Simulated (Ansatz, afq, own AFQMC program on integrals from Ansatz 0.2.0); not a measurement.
AFQMC on a folder of integrals that Ansatz 0.2.0 wrote.

```yaml
crystal:
  periodic: [false, false, false]
  atoms:
    - {symbol: N, position_ang: [0.000000, 0.079164, 0.632274]}
    - {symbol: C, position_ang: [0.000000, -0.149608, -0.623475]}
    - {symbol: H, position_ang: [0.000000, 0.682652, -1.356932]}
basis:
  gaussian: {orbitals: cc-pVDZ}
magnetization: {spin_polarized: true, initial_magnetization: 4}
correlation: {method: ccsd_t, electrons: outside_noble_gas, hamiltonian_folder: ham}
```

```sh
$ ansatz run in.yaml --threads 1 --pin off --events-out ev --progress --plain --max-ram 24576MiB --backend cuda --devices 0, --max-vram 18GiB
```

afq runs on the folder ham with

```
--method phaseless --trial cisd --walkers 4000 --populations 20 --least-time 60 --time-step 0.005 --steps-per-block 50 --equilibration-blocks 28 --max-blocks 4000 --target-error 0.00019 --factor-cut 1e-05 --start spin_pure --seed 8415 --release-times 0.24,0.51,0.99,1.62,2.4 --release-step 0.03 --release-every 3 --taylor-order 6
```

Times are imaginary, in 1/Eh. The walk had a cap of 122 s. With eight or more populations the least sampling time is a fifth of least-time, and the error comes from their spread.

Log:

```
orbitals 31  electrons 7 3  factors 234 of 313
reference energy -92.64808923 Eh
CCSD correlation -0.19815199 Eh in 13 cycles, weight of the determinant in the CISD state 0.9223
energy of the start -92.845977 Eh
 block  time / (1/Eh)  mean weight  energy / Eh
     1     0.250  1.0003  -92.844774
     2     0.500  0.9998  -92.846692
     3     0.750  1.0000  -92.848114
     4     1.000  0.9997  -92.848836
     5     1.250  1.0000  -92.849752
    10     2.500  0.9998  -92.850476
    15     3.750  1.0000  -92.850239
    20     5.000  1.0001  -92.850520
    25     6.250  1.0004  -92.850454
    30     7.500  0.9998  -92.850597
    35     8.750  0.9998  -92.850394
    39     9.750  1.0001  -92.850734
    40    10.000  1.0000  -92.850439
    45    11.250  1.0004  -92.850655
    50    12.500  0.9999  -92.850133
    55    13.750  1.0001  -92.850462
    60    15.000  1.0003  -92.849831
    65    16.250  1.0000  -92.850381
    70    17.500  0.9999  -92.850245
    75    18.750  1.0000  -92.850686
    78    19.500  0.9998  -92.849919
error from the spread of 20 populations
released: time / (1/Eh)  energy / Eh  error  mean overlap
  0.24  -92.850459  0.000072  1.0004
  0.51  -92.850510  0.000058  1.0000
  0.99  -92.850535  0.000060  0.9979
  1.62  -92.850575  0.000050  0.9938
  2.40  -92.850648  0.000084  0.9854
energy -92.850370 +/- 0.000061 Eh
(rows thinned)
```

The run passed its tests (sampling time, drift between the halves within three errors, error under three times the target), which doesn't prove that it has relaxed.

Against this walk (error 1.7 meV) on the same determinant: CCSD(T) 17.7 meV higher, CCSDT(Q) 5.0 meV lower. The error is statistical and leaves out the bias of the constraint. Released to 2.40 1/Eh the energy lies 8 ± 3 meV (both errors) below the phaseless value, which shows part or all of the bias of the constraint, and CCSDT(Q) lies 2.6 meV above the released value.

Cautions: constraint bias not in the error; another spin lies lower (by 8.16 eV).

The walk took 53 s on 1 × NVIDIA H100 80GB HBM3 with 2 threads of AMD EPYC 7R13 Processor (Zen 3), with other jobs on the host (the card was shared). The log's last line is the phaseless energy.

CCSDT and higher add their correlation energy to the determinant of the CCSD(T) run, since their own runs factorise the integrals more tightly (a shift of under 2 meV). A walk keeps the symmetry of its determinant, which the program's search chose and which needn't be the lowest solution, so a lower state of the same spin and another symmetry isn't excluded.
